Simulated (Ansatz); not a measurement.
A structure relaxed at PBE0-D4/def2-TZVP, charge 0, multiplicity 1:

Cartesian coordinates in Å:
```
O -0.759 0.556 0.985
B -0.089 0.065 0.115
Cl 0.848 -0.621 -1.100
```

Give its formula and SMILES.

BClO, `O=BCl`.

Point group (tolerance 0.08 Å, 0.16 Å for H)?

C∞v.

Summarise the bond lengths by kind.

1 × B–O 1.204 Å; 1 × B–Cl 1.680 Å.

All numbers were calculated with Ansatz.
